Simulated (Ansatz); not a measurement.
The same path of H2O + H4OSi (9 atoms, charge 0, multiplicity 1) was run twice with different band settings. Lost on the way: Si1–H2, O7–H9. Made: Si1–O7, H2–H9.

Theory: Ansatz 0.2.0, RKS CAM-B3LYP/6-31G*.

Relaxed end points:

```xyz
9
Properties=species:S:1:pos:R:3
Si -0.172 0.222 -0.138
H -0.379 0.253 1.337
H 1.246 0.385 -0.497
O -0.931 1.530 -0.842
H -1.886 1.585 -0.723
H -0.750 -1.043 -0.666
O 1.230 -1.969 1.018
H 0.579 -2.682 0.950
H 1.240 -1.736 1.957
```

```xyz
9
Properties=species:S:1:pos:R:3
Si 0.080 -0.118 -0.875
H 0.998 -1.145 3.644
H 1.378 0.469 -1.243
O -0.932 1.170 -0.671
H -1.877 0.995 -0.591
H -0.470 -1.026 -1.920
O 0.333 -1.017 0.493
H -0.252 -1.768 0.646
H 0.920 -1.013 2.913
```

Common settings: movable images 7; climbing image yes; spring 5.0 eV/Å²; start path through a guess of the saddle point; force threshold 0.03 eV/Å; iteration limit 60; end points relaxed.

| run | optimiser |
| --- | --- |
| 1 | quadratic models (default) |
| 2 | fire |

What does each run give, and how far can it be trusted?

Run 1: converged after 31 iterations, highest image 1.613 eV above the first end. Neighbouring images differ by up to 2.0 eV, so the band resolves the path poorly. A vibrational analysis at the climbing image gives one clearly imaginary mode, 1446i cm⁻¹: a first-order saddle point.
Run 2: not converged after 60 iterations, highest image 1.780 eV above the first end. The band didn't meet its force threshold, so its energies are provisional: the largest band force was still 0.46 eV/Å, and over the last iterations the top stayed at 1.78 eV.
The orbitals stay closed-shell, which can raise the energy where a bond breaks towards radicals; this wasn't checked here.
